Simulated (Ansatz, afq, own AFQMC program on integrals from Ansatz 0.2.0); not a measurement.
AFQMC on a folder of integrals that Ansatz 0.2.0 wrote.

```yaml
crystal:
  periodic: [false, false, false]
  atoms:
    - {symbol: Ge, position_ang: [0.000000, 0.000000, 0.330803]}
    - {symbol: C, position_ang: [0.000000, 0.000000, -1.626483]}
    - {symbol: H, position_ang: [0.000000, 0.908852, -2.229454]}
    - {symbol: H, position_ang: [0.000000, -0.908852, -2.229454]}
basis:
  gaussian: {orbitals: cc-pVDZ}
magnetization: {spin_polarized: true, initial_magnetization: 4}
correlation: {method: ccsd_t, electrons: outside_noble_gas, hamiltonian_folder: ham}
```

```sh
$ ansatz run in.yaml --threads 1 --pin off --events-out ev --progress --plain --max-ram 16896MiB --backend cuda --devices 0, --max-vram 18GiB
```

Options of the walk:

```
--method free --trial cisd --walkers 4000 --time-step 0.03 --max-blocks 4000 --target-error 0.00038 --factor-cut 1e-05 --seed 6843 --times 0,0.21,0.42,0.81,1.2,1.8,2.4,3 --taylor-order 8
```

Times are imaginary, in 1/Eh. The walk had a cap of 61 s. Filled inner d shells are frozen with the cores.

Log:

```
orbitals 36  electrons 7 3  factors 287 of 548
reference energy -2114.21751106 Eh
CCSD correlation -0.18026853 Eh in 10 cycles, weight of the determinant in the CISD state 0.9062
repeat  energy at the last time / Eh  error
    10  -2114.403383  0.000101
    20  -2114.403446  0.000073
    30  -2114.403433  0.000061
time / (1/Eh)  energy / Eh  error  mean overlap
  0.00  -2114.397779  0.000021  1.1034
  0.21  -2114.400324  0.000022  1.1039
  0.42  -2114.401605  0.000026  1.1033
  0.81  -2114.402623  0.000030  1.1046
  1.20  -2114.403059  0.000035  1.1019
  1.80  -2114.403264  0.000037  1.1055
  2.40  -2114.403294  0.000048  1.1099
  3.00  -2114.403440  0.000060  1.1116
energy -2114.403440 +/- 0.000060 Eh
```

The run passed its tests (error under three times the target), which doesn't prove that it has relaxed.

Against this walk (error 1.6 meV) on the same determinant: CCSD(T) 29.4 meV higher, CCSDT(Q) 0.2 meV lower (within the noise). The error is statistical, and a free projection of finite length keeps a remainder of its start. The last points still move (meV from the last: 22.2 ± 0.8 at 0.81, 10.4 ± 0.9 at 1.20, 4.8 ± 1.0 at 1.80, 4.0 ± 1.3 at 2.40, 0.0 ± 1.6 at 3.00), but the last one has reached CCSDT(Q) within the noise or passed it, so little can be left to fall.

Cautions: remainder of the start not in the error; no relativity below Rb; no spin-orbit coupling; inner d shell frozen; another spin lies lower (by 2.58 eV).

The walk took 60 s on 1 × NVIDIA H100 80GB HBM3 with 2 threads of AMD EPYC 7R13 Processor (Zen 3) (shared host) (the card was shared). The log's last line is the free-projection energy.

CCSDT and higher add their correlation energy to the determinant of the CCSD(T) run, since their own runs factorise the integrals more tightly (a shift of under 2 meV). A walk keeps the symmetry of its determinant, which the program's search chose and which needn't be the lowest solution, so a lower state of the same spin and another symmetry isn't excluded.
